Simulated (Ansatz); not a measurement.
Results of PBE-D3(BJ) (plane waves, PAW; Ansatz, a quantum-chemistry and plane-wave program) for zinc-blende BeSe.

Settings: plane-wave cutoff 520 eV, 12×12×12 k mesh, Fermi–Dirac smearing 0.01 eV, scalar-relativistic PAW data made under PBE.

Properties against volume:

```
V (Å³/atom)  P (GPa)  direct gap at Γ (eV)  smallest gap on the k mesh (eV)
-----------  -------  --------------------  -------------------------------
15.665          5.70                 5.000                            2.440
15.998          3.62                 4.835                            2.492
16.331          1.73                 4.675                            2.541
16.665          0.01                 4.522                            2.587
16.998         -1.54                 4.374                            2.631
17.331         -2.96                 4.231                            2.672
17.665         -4.24                 4.093                            2.711
```

The fundamental gap (2.59 eV at the equilibrium volume, with added k points) lies elsewhere than Γ–Γ.

Spin–orbit coupling is not included.
